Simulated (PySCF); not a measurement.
HN₂, SMILES N#[NH+], charge +1.

Geometry optimised at B3LYP-D3(BJ)/def2-TZVPD. The isomer is the one that the SMILES or the coordinates give; other isomers of the formula were not compared.

Calculation: SMD-ωB97X/def2-SVP in PySCF.

Solvation free energies are E(SMD) − E(gas) at the gas-phase geometry, for 1 M in both phases.

```csv
solvent,ΔG(solv) (kcal/mol),its non-electrostatic (CDS) part
water,-83.6,0.7
dichloromethane,-72.5,3.1
acetonitrile,[?],[?]
```

Problem. Fill in the missing entries. (Estimate from the structure and the level; the computed values follow.)

Solution. 
- acetonitrile, ΔG(solv) (kcal/mol): -79.8
- acetonitrile, its non-electrostatic (CDS) part: 3.2
